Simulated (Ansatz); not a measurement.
**SiNH₂ (sextet): the correlation ladder, def2-TZVPP**

An exercise on one series of results from a longer session: the logs are not shown, and one member is left open.

Method: def2-TZVPP, core rule «outside noble gas», up to 6 orbitals frozen; program: Ansatz 0.2.0, Gaussian basis.

To be run: UHF; ROHF; CCSD(T) on UHF.

### The system

The geometry is a PBE0/def2-TZVP stationary point (not a proven minimum) of the parent state, kept for this charge and spin.

4 atoms, charge 0, spin multiplicity 6.

Atoms are counted from 1 here; the program's logs count them from 0.

Bond lengths: Si1–N2 1.726 Å, N2–H3 1.004 Å, N2–H4 1.004 Å. Angles: Si1–N2–H3 121.8°, Si1–N2–H4 121.8°, H3–N2–H4 116.4°.

The first run:

Input file in.yaml:

```yaml
crystal:
  periodic: [false, false, false]
  atoms:
    - {symbol: Si, position_ang: [0.000000, 0.000000, 0.651167]}
    - {symbol: N, position_ang: [0.000000, 0.000000, -1.074836]}
    - {symbol: H, position_ang: [0.000000, -0.852806, -1.603987]}
    - {symbol: H, position_ang: [0.000000, 0.852806, -1.603987]}
basis:
  gaussian: {orbitals: def2-TZVPP}
magnetization: {spin_polarized: true, initial_magnetization: 5}
hamiltonian: {xc: hf}
output: {orbitals: {seedname: orbitals}}
```

Command:

```console
> ansatz run in.yaml --threads 1 --pin off --events-out ev --progress --plain --max-ram 4096MiB --backend cpu
```

Steps of the session up to this table: UHF; ROHF; CCSD(T) on UHF.

One of the session's tables, all rows but one given; the rest of the session is left out.

It belongs to the step «Misses and costs». 

```
  method  from UCCSD(T) (kJ/mol)
    ROHF                  +693.4
     UHF                       ?
    UMP2                   +88.6
   UCCSD                   +22.5
UCCSD(T)                       0
```

**Question.** Estimate the row for UHF.

**Answer.** from UCCSD(T) (kJ/mol): +677.3. In the column «from UCCSD(T) (kJ/mol)» it lies between UMP2 (+88.6) and ROHF (+693.4).
